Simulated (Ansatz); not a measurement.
System: ethanol, C2H6O (charge 0, singlet). SMILES: CCO
Structure (B3LYP-D3(BJ)/def2-TZVP (Ansatz, a quantum-chemistry and plane-wave program) minimum search):
```
C
H 1 1.0973
H 1 1.0973 2 107.69
O 1 1.4270 2 110.49 3 -120.76
H 4 0.9624 1 108.87 2 59.54
C 1 1.5131 2 110.09 3 120.04
H 6 1.0909 1 110.47 2 60.81
H 6 1.0909 7 108.30 1 -121.11
H 6 1.0917 7 108.54 8 -117.66
```
Charge 0, spin multiplicity 1.

Computed values are from Ansatz. Valence correlation only, unless marked. UHF or UKS for open shells. No spin-orbit coupling. Non-relativistic. CBS(X,Y): correlation extrapolated as X^-3; Hartree-Fock from the larger set. The bracket is a focal-point correction in the basis named.

```
Property                                                                                                                                               Value
-------------------------------------  ---------------------------------------------------------------------------------------------------------------------
atomisation energy De                                                         3392.8 kJ/mol at RI-MP2/CBS(aug-cc-pVTZ,aug-cc-pVQZ)+[CCSD(T)-MP2]/aug-cc-pVTZ
total energy                                                                   -154.8807 Eh at RI-MP2/CBS(aug-cc-pVTZ,aug-cc-pVQZ)+[CCSD(T)-MP2]/aug-cc-pVTZ
dipole moment                                                                                                                  1.58 D at CCSD(T)/aug-cc-pVDZ
T1 diagnostic                                                                                                                      0.010 at CCSD/aug-cc-pVTZ
measured enthalpy of formation, 298 K  -234.6 kJ/mol (Active Thermochemical Tables 1.112 (ions: stationary electron), as tabulated in the package chemicals)
measured dipole moment                                                   1.44 D (NIST CCCBDB, as tabulated in the package chemicals; older table, unchecked)
```
